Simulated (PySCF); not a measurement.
Species: BH₅NP.
Bonds: N1–B2, B2–P3. Hydrogens: H4, H5 on N1; H6 on B2; H7, H8 on P3.

A linear-response calculation (PySCF, def2-SVPD basis, gas phase, vertical, core orbitals frozen in the response) gave these numbers; the functional is withheld.

Orbital energies (eV): HOMO-3 -10.44, HOMO-2 -9.10, HOMO-1 -8.90, HOMO -6.95, LUMO -0.31, LUMO+1 0.24, LUMO+2 1.25.

```json
{"state": "S1", "E (eV)": "5.08", "f": "0.0028", "main configurations (H = HOMO, L = LUMO)": "H→L (99%)"}
{"state": "S2", "E (eV)": "6.14", "f": "0.030", "main configurations (H = HOMO, L = LUMO)": "H→L+1 (96%)"}
{"state": "S3", "E (eV)": "6.91", "f": "0.034", "main configurations (H = HOMO, L = LUMO)": "H→L+2 (81%), H-2→L (10%)"}
{"state": "S4", "E (eV)": "7.19", "f": "0.041", "main configurations (H = HOMO, L = LUMO)": "H→L+3 (64%), H-2→L (14%), H→L+2 (12%)"}
{"state": "S5", "E (eV)": "7.30", "f": "0.020", "main configurations (H = HOMO, L = LUMO)": "H-2→L (54%), H→L+3 (25%), H-1→L (11%)"}
{"state": "S6", "E (eV)": "7.62", "f": "0.095", "main configurations (H = HOMO, L = LUMO)": "H→L+4 (58%), H→L+5 (25%)"}
```

Triplets, Tamm–Dancoff:

```csv
state,E (eV),λ (nm),"main configurations (H = HOMO, L = LUMO)"
T1,4.70,264.0,H→L (95%)
T2,5.52,224.4,"H→L+1 (70%), H→L+3 (15%)"
T3,5.75,215.5,"H→L+2 (70%), H-2→L (9%)"
T4,5.83,212.6,"H-1→L (85%), H-2→L (8%)"
```

Vertical ionisation energy by ΔSCF with the same functional: 9.19 eV. Mean static polarisability: 52.8 au.

Question: Which of these was used?
A. PBE
B. HF
C. wB97X-D
D. PBE0

Answer: D. PBE0 is a global hybrid with 25% exact exchange. In this run −ε(HOMO) = 6.95 eV differs from the ΔSCF value by -2.24 eV, and S1 differs from the orbital gap of 6.64 eV by -1.56 eV. The ratio −ε(HOMO)/IP is 0.76. Small neutral molecules mostly give 0.7 to 0.83 with PBE0, 0.5 to 0.7 with PBE, 0.89 to 0.99 with wB97X-D; with Hartree–Fock the ratio is 1 or more (Koopmans' value less the relaxation energy is the ΔSCF value). The other options: PBE, a GGA without exact exchange; HF, time-dependent Hartree–Fock, 100% exact exchange; wB97X-D, range-separated, 22% exact exchange at short range and 100% at long range (ω = 0.2 bohr⁻¹).

Method: TDDFT PBE0/def2-SVPD, vertical, gas phase, core orbitals frozen in the response in PySCF 2.14.0, density-fitted response routines. Geometry: PBE0-D3(BJ)/def2-SVP, one conformer, isolated molecule.

Time: 8.3 s wall. Hardware: one thread of an Arm Neoverse V2, no GPU, on a shared host.

The values belong to the conformer `[NH2:1][BH:2][PH2:3]`: H–N1–B2–P3 -179°, H–N1–B2–P3 1°, H–P3–B2–N1 -148°, H–P3–B2–N1 119°.
